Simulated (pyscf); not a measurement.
silylene (SiH₂) [singlet] + methanol (H₃C–OH) → HO–CH₂–SiH₃, an insertion (singlet surface; C–H broken, C–Si, H–Si formed). Structures and frequencies: ωB97X-D3(BJ)/def2-SVP in PySCF. Correlated levels are frozen-core, on RHF or UHF. ΔMP2 is the change of the MP2 total energy from the triple- to the quadruple-zeta basis. Energies in kcal/mol from the separated reactants.

AM1 to PM7: differences of heats of formation from MOPAC, which are fitted to 298 K values and so differ in kind from electronic energies by zero-point and thermal terms. 

**Question.** In single points PM7 puts the saddle at 13.1 kcal/mol and the reaction energy at -66.6 kcal/mol. Should these be trusted to within a few kcal/mol? Compare with CCSD(T)/def2-TZVPP + ΔMP2(QZVPP).

**Answer.** CCSD(T)/def2-TZVPP + ΔMP2(QZVPP) gives ΔE‡ = 28.0 kcal/mol and ΔE = -51.4 kcal/mol. PM7 lies 14.9 kcal/mol under it in the barrier and 15.2 kcal/mol under it in the reaction energy, so on this step it does not hold to within 3.0 kcal/mol. CCSD(T)/def2-TZVPP + ΔMP2(QZVPP) has limits of its own. On the reactant side the descent ends in an adduct with a O–Si contact, 23.7 kcal/mol under the separated species and 49.1 kcal/mol under the saddle at ωB97X-D3(BJ)/def2-TZVP. At ωB97X-D3(BJ)/def2-TZVP the barrier from the zero used here is 25.4 kcal/mol. The same reactants have a lower exit, to H₃C–O–SiH: [singlet] + H₂ (barrier -0.7 kcal/mol at ωB97M-D3(BJ)/def2-TZVP, against +27.8 kcal/mol here). HO–CH₂–SiH₃ lies 48.9 kcal/mol over its isomer H₃C–SiH₂–OH (electronic energy, ωB97M-D3(BJ)/def2-TZVP). One saddle was located; it need not be the lowest between these sides. The CCSD(T) − MP2 part came from Ansatz, without density fitting, on the same reference.
